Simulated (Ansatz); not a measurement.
**CHBSi (triplet): wave-function methods side by side, def2-TZVPP**

An exercise on one series of results from a longer session: the logs are not shown, and one member is left open.

Program: Ansatz 0.2.0, Gaussian basis. Level of theory: def2-TZVPP, core rule «outside noble gas», up to 7 orbitals frozen. These are calculated values, not measurements.

The runs, in order: UHF; ROHF; CCSD(T) on UHF.

2 further runs of the same task are left out: 2 set aside as unsound or not needed.

## What is computed

The geometry is a PBE0/def2-TZVP stationary point (not a proven minimum) of the parent state, kept for this charge and spin.

4 atoms, charge 0, spin multiplicity 3.

Atoms are counted from 1 here; the program's logs count them from 0.

Bond lengths: B1–Si2 1.815 Å, B1–C3 1.407 Å, Si2–C3 1.732 Å, Si2–H4 1.493 Å. Angles: Si2–B1–C3 63.6°, B1–Si2–C3 46.7°, B1–Si2–H4 165.7°, C3–Si2–H4 147.6°, B1–C3–Si2 69.8°.

Coordinates:

```xyz
4
charge 0, multiplicity 3
B     0.00000    0.71562    0.99239
Si    0.00000    0.02546   -0.68582
C     0.00000   -0.68822    0.89204
H     0.00000   -0.18406   -2.16384
```

The first run:

Contents of in.yaml:

```yaml
crystal:
  periodic: [false, false, false]
  atoms:
    - {symbol: B, position_ang: [0.000000, 0.715616, 0.992391]}
    - {symbol: Si, position_ang: [0.000000, 0.025459, -0.685824]}
    - {symbol: C, position_ang: [0.000000, -0.688224, 0.892036]}
    - {symbol: H, position_ang: [0.000000, -0.184056, -2.163841]}
basis:
  gaussian: {orbitals: def2-TZVPP}
magnetization: {spin_polarized: true, initial_magnetization: 2}
hamiltonian: {xc: hf}
output: {orbitals: {seedname: orbitals}}
```

Run with:

```bash
ansatz run in.yaml --threads 1 --pin off --events-out ev --progress --plain --max-ram 4096MiB --backend cpu
```

Steps of the session up to this table: UHF; ROHF; CCSD(T) on UHF.

One table of the session follows, with a row left open; its other results are not shown here.

```
  method  from UCCSD(T) (meV)
    ROHF              +9973.9
     UHF                    ?
    UMP2              +1338.9
   UCCSD               +605.5
UCCSD(T)                    0
```

Estimate the missing values for UHF.

The run gave: from UCCSD(T) (meV): +9712.2. In the column «from UCCSD(T) (meV)» it lies between UMP2 (+1338.9) and ROHF (+9973.9).
